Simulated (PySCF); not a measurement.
Bonds broken one at a time in the series allyl-X. All species are isolated molecules in the gas phase. One relaxed conformer stands for each flexible species; it need not be the lowest. Strings in code marks are SMILES.

These are B3LYP-D3(BJ)/def2-TZVP // PBE0-D4/def2-TZVP in PySCF 2.14.0 values and carry that method's errors. B3LYP has the VWN-RPA correlation part, as in Gaussian. 

```csv
species,highest occupied spin orbital (eV)
radical fragment (`[OH]`),[?]
whole molecule (`C(=C)CC#N`),–
radical fragment (`[GeH3]`),-6.01
radical fragment (`[SeH]`),-6.77
```

Problem. What belongs in the gaps?

Solution. 
- radical fragment (`[OH]`), highest occupied spin orbital (eV): -8.84
